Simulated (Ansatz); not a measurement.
**C₂H₄F₂O: basis-set convergence**

How large a basis does C₂H₄F₂O need? Two functionals are run in growing sets.

The runs use Ansatz 0.2.0, Gaussian basis; one geometry, several basis sets.

Levels to be run: PBE0-D4/def2-SVP; ωB97M-V/def2-SVP; PBE0-D4/def2-QZVPP; ωB97M-V/def2-QZVPP; the functionals' def2-TZVPP values are taken from earlier runs.

### 1 Structure used throughout

All runs share one geometry, relaxed beforehand with PBE0-D4 in a triple-zeta def2 set.

SMILES `CC(O)(F)F`, 9 atoms, charge 0, spin multiplicity 1.

Atoms are counted from 1 here; the program's logs count them from 0.

Bond lengths: C1–C2 1.498 Å, C1–H6 1.089 Å, C1–H7 1.089 Å, C1–H8 1.089 Å, C2–O3 1.354 Å, C2–F4 1.366 Å, C2–F5 1.366 Å, O3–H9 0.965 Å. Angles: C2–C1–H6 109.4°, C2–C1–H7 109.4°, C2–C1–H8 109.2°, H6–C1–H7 109.5°, H6–C1–H8 109.7°, H7–C1–H8 109.7°, C1–C2–O3 111.3°, C1–C2–F4 110.6°, C1–C2–F5 110.6°, O3–C2–F4 109.9°, O3–C2–F5 109.9°, F4–C2–F5 104.4°, C2–O3–H9 108.4°.

### 2 PBE0-D4 in def2-SVP

Input file in.yaml:

```yaml
crystal:
  periodic: [false, false, false]
  atoms:
    - {symbol: C, position_ang: [-0.975629, -0.148742, -0.310350]}
    - {symbol: C, position_ang: [0.468113, 0.131191, -0.025455]}
    - {symbol: O, position_ang: [0.814298, -0.288840, 1.214424]}
    - {symbol: F, position_ang: [1.266979, -0.466453, -0.958323]}
    - {symbol: F, position_ang: [0.734091, 1.464598, -0.155414]}
    - {symbol: H, position_ang: [-1.595076, 0.370845, 0.419132]}
    - {symbol: H, position_ang: [-1.155993, -1.220514, -0.242506]}
    - {symbol: H, position_ang: [-1.216370, 0.201590, -1.312702]}
    - {symbol: H, position_ang: [1.747988, -0.089876, 1.354095]}
basis:
  gaussian: {orbitals: def2-SVP}
hamiltonian: {xc: pbe0, dispersion: d4}
output: {orbitals: {seedname: orbitals}}
```

Launch:

```bash
> ansatz run in.yaml --threads 2 --pin off --events-out ev --progress --plain --max-ram 4352MiB
```

The runs that follow: ωB97M-V in def2-SVP; PBE0-D4 in def2-QZVPP; ωB97M-V in def2-QZVPP.

Before running them: what should the planned runs give, taken together? Wanted: PBE0-D4: double and triple zeta above quadruple; ωB97M-V: double and triple zeta above quadruple.

**Answer**, as computed:

| quantity | value |
| --- | --- |
| PBE0-D4: double and triple zeta above quadruple | 11.98, 0.50 eV |
| ωB97M-V: double and triple zeta above quadruple | 12.27, 0.48 eV |

In words: PBE0-D4 gains 11.48 eV from double to triple zeta, then 0.50 eV more. Total energies overstate the basis error of differences, where much of it tends to cancel. The LUMO of ωB97M-V is positive and keeps falling with the basis (3.50 to 1.83 eV): an unbound level that the basis holds in place.
